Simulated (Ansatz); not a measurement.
## White tin (β-Sn)

Computed with PBE in Ansatz (plane waves, PAW).

Run with plane-wave cutoff 500 eV, 26×26×26 k mesh, Fermi–Dirac smearing 0.1 eV, scalar-relativistic PAW data made under PBE.

Cell: relaxed at this level.

For white tin (β-Sn), the volume per atom comes out as 28.44 Å³/atom, the lattice constant a is 5.949 Å and the lattice parameter c is 3.215 Å.

Measured, for comparison: lattice constant a 5.831 Å, lattice parameter c 3.181 Å (293 K, no zero-point or thermal correction; as tabulated in Wikipedia's data pages). Computed (rounded) less measured: lattice constant a +2.0 %, lattice parameter c +1.1 %.

Spin–orbit coupling is not included.

Static lattice: no zero-point or thermal effects.

Computing time: very roughly 9 core-minutes.

Ansatz is an electronic-structure program.
